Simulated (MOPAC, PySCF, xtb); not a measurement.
Energy landscape of CH₄, singlet: flattening of a tetrahedron along the D2d path, bond length relaxed. Scanned: the two opposite H-C-H angles (109.47 = tetrahedral, 180 = square planar). Other coordinates (C-H bond length) were minimised at B3LYP/def2-TZVP.

- RKS-B3LYP/6-31G* = restricted B3LYP/6-31G*, spherical d run with PySCF
- AM1, restricted, heats of formation (MOPAC)
- GFN1-xTB (xtb)
- CCSD(T) on RHF/cc-pVTZ, 1 core orbital frozen (PySCF)

Energies relative to the lowest point of each profile, in kJ/mol; the last columns give the difference from CCSD(T):

| a / ° | RKS-B3LYP/6-31G* | AM1 | GFN1-xTB | CCSD(T) | RKS-B3LYP/6-31G* − CCSD(T) | AM1 − CCSD(T) | GFN1-xTB − CCSD(T) |
|---|---|---|---|---|---|---|---|
| 90 | 65.1 | 53.5 | 59.9 | 62.2 | 2.9 | -8.7 | -2.3 |
| 95 | 35.6 | 29.2 | 32.6 | 34.1 | 1.5 | -4.9 | -1.5 |
| 100 | 15.1 | 12.4 | 13.8 | 14.5 | 0.6 | -2.1 | -0.7 |
| 105 | 3.3 | 2.7 | 3.0 | 3.2 | 0.1 | -0.5 | -0.2 |
| 109.47 | 0.0 | 0.0 | 0.0 | 0.0 | 0.0 | 0.0 | 0.0 |
| 115 | 5.0 | 4.1 | 4.6 | 4.8 | 0.2 | -0.7 | -0.3 |
| 120 | 18.0 | 14.4 | 16.5 | 17.4 | 0.6 | -3.0 | -0.9 |
| 130 | 67.1 | 52.7 | 61.9 | 64.9 | 2.2 | -12.3 | -3.1 |
| 140 | 145.4 | 112.3 | 135.0 | 140.7 | 4.7 | -28.4 | -5.7 |
| 150 | 250.4 | 190.4 | 233.7 | 241.8 | 8.6 | -51.4 | -8.0 |
| 160 | — | 283.9 | — | — | — | — | — |
| 170 | — | 388.6 | — | — | — | — | — |
| 180 | — | 482.1 | — | — | — | — | — |

RKS-B3LYP/6-31G* is furthest from CCSD(T) at 150 (8.6 kJ/mol, above); its mean absolute difference over the points is 2.1 kJ/mol.

AM1 is furthest from CCSD(T) at 150 (-51.4 kJ/mol, below); its mean absolute difference over the points is 11.2 kJ/mol.

GFN1-xTB is furthest from CCSD(T) at 150 (-8.0 kJ/mol, below); its mean absolute difference over the points is 2.3 kJ/mol.

A dash means that the run gave no value there, or that the column was ended at a point which the program doubted or which failed a test of continuity chosen for this set; such a test can also cut sound points.
